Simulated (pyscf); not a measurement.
Thermochemistry of product channels of `[SiH3][SiH3]` + `[CH3]` [doublet] on the doublet surface, in kcal/mol, from ωB97M-D3(BJ)/def2-TZVP energies (ideal gas, 1 atm, RRHO with modes under 100 cm⁻¹ raised to 100, one conformer, R ln 2 for chiral ones without a mode under 150 cm⁻¹). Structures and frequencies: ωB97X-D3(BJ)/def2-SVP in PySCF.

```json
[
 {"products": "`[CH3][SiH2]` [doublet] + `[SiH4]`", "ΔE": "-13.9", "ΔH(298 K)": "-11.9", "ΔG(600 K)": "-12.0", "ΔG(1200 K)": "-11.0"},
 {"products": "`[CH3][SiH3]` + `[SiH3]` [doublet]", "ΔE": "-14.6", "ΔH(298 K)": "-12.8", "ΔG(600 K)": "-12.9", "ΔG(1200 K)": "-12.0"},
 {"products": "`[SiH2]` [singlet] + `[CH3][SiH3]` + `[H]` [doublet]", "ΔE": "+56.8", "ΔH(298 K)": "+54.0", "ΔG(600 K)": "+38.5", "ΔG(1200 K)": "+22.9"},
 {"products": "`[CH3][SiH2][SiH2]` [doublet] + `[H][H]`", "ΔE": "-11.7", "ΔH(298 K)": "-11.0", "ΔG(600 K)": "-10.0", "ΔG(1200 K)": "-10.2"},
 {"products": "`[CH3][SiH][SiH3]` [doublet] + `[H][H]`", "ΔE": "-10.7", "ΔH(298 K)": "-9.8", "ΔG(600 K)": "-9.1", "ΔG(1200 K)": "-9.4"},
 {"products": "`[SiH2][SiH3]` [doublet] + `[CH4]`", "ΔE": "-18.8", "ΔH(298 K)": "-15.4", "ΔG(600 K)": "-16.4", "ΔG(1200 K)": "-16.3"}
]
```

These are energies of the channels, which say nothing of barriers.
